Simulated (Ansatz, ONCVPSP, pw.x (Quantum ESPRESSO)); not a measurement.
## What a changed setting does to a pw.x run (bcc Cr)

Potential: optimised norm-conserving Vanderbilt (ONCV), ONCVPSP 4.0.1.1 (patched build), PBE; core [Ne] 3s2, reference 3p6 3d5 4s0.75 4p0.25; waves: 4s: rc 3.18 bohr, ncon 4, nbas 7, qcut 2.5 1/bohr, 2 projectors, debl 1.6 Ha; 3p+4p: rc 1.35 bohr, ncon 4, nbas 7, qcut 12.8 1/bohr, 2 projectors; 3d: rc 1.75 bohr, ncon 4, nbas 8, qcut 8.9 1/bohr, 2 projectors, debl 3.7 Ha; local part: polynomial inside 1.10 bohr (lpopt 5, dvloc0 4 Ha); core correction: none.

The reference run (k-mesh 16³, cutoffs 110/440 Ry, Fermi–Dirac 0.01 Ry, mixing_beta 0.4, conv_thr 1e-9, no spin) gives 1.85 GPa at 11.577 Å³/atom, where all-electron LAPW gives -0.44 GPa. This run, with its own iteration cap, changes nbnd to 9.

```
&control
  calculation='scf', prefix='x', pseudo_dir='./', outdir='./tmp', tstress=.true., disk_io='none'
/
&system
  ibrav=0, nat=1, ntyp=1, ecutwfc=110, ecutrho=440, nbnd=9,
  occupations='smearing', smearing='fd', degauss=0.01
/
&electrons
  conv_thr=1e-09, mixing_beta=0.4, electron_maxstep=60
/
ATOMIC_SPECIES
Cr 1.0 Cr.UPF
CELL_PARAMETERS angstrom
  -1.42510002 1.42510002 1.42510002
  1.42510002 -1.42510002 1.42510002
  1.42510002 1.42510002 -1.42510002
ATOMIC_POSITIONS crystal
Cr 0.0000 0.0000 0.0000
K_POINTS automatic
16 16 16 0 0 0
```

```bash
pw.x < Cr.scf.in > Cr.scf.out
```

Task: How does the run end?

Result: It converges in 21 iterations; the free energy moves by +0.0 meV/atom and the pressure by -0.02 GPa. The result is that of the reference run.

```
Message from routine setup:
     using ibrav=0 with symmetry is DISCOURAGED, use correct ibrav instead
     lattice parameter (alat)  =       4.6645  a.u.
     unit-cell volume          =      78.1255 (a.u.)^3
     number of electrons       =        12.00
     number of Kohn-Sham states=            9
     kinetic-energy cutoff     =     110.0000  Ry
     charge density cutoff     =     440.0000  Ry
     scf convergence threshold =      1.0E-09
     Exchange-correlation= PBE
     number of k points=   145  Fermi-Dirac smearing, width (Ry)=  0.0100
     iteration #  1     ecut=   110.00 Ry     beta= 0.40
     total energy              =    -118.37154066 Ry
     estimated scf accuracy    <       0.37679933 Ry
     iteration #  2     ecut=   110.00 Ry     beta= 0.40
     total energy              =    -118.42324611 Ry
     estimated scf accuracy    <       0.01035607 Ry
     iteration #  3     ecut=   110.00 Ry     beta= 0.40
     total energy              =    -118.42719688 Ry
     estimated scf accuracy    <       0.00411809 Ry
     [... 15 iterations left out ...]
     iteration # 19     ecut=   110.00 Ry     beta= 0.40
     total energy              =    -118.42758016 Ry
     estimated scf accuracy    <       0.00000037 Ry
     iteration # 20     ecut=   110.00 Ry     beta= 0.40
     total energy              =    -118.42758016 Ry
     estimated scf accuracy    <       0.00000007 Ry
     iteration # 21     ecut=   110.00 Ry     beta= 0.40
     the Fermi energy is    18.3366 ev
!    total energy              =    -118.42758017 Ry
     estimated scf accuracy    <          5.0E-10 Ry
     smearing contrib. (-TS)   =      -0.00320552 Ry
     The total energy is F=E-TS. E is the sum of the following terms:
     one-electron contribution =     -27.49724681 Ry
     hartree contribution      =      21.86144140 Ry
     xc contribution           =     -15.49184947 Ry
     ewald contribution        =     -97.29671976 Ry
     convergence has been achieved in  21 iterations
          total   stress  (Ry/bohr**3)                   (kbar)     P=       18.30
     Message from routine punch:
     Nothing written, as per user request (disk_io='none')
```

The run took about 48 s on one core of a shared host (Neoverse-V1, 64 threads, 503 GiB, load 36).
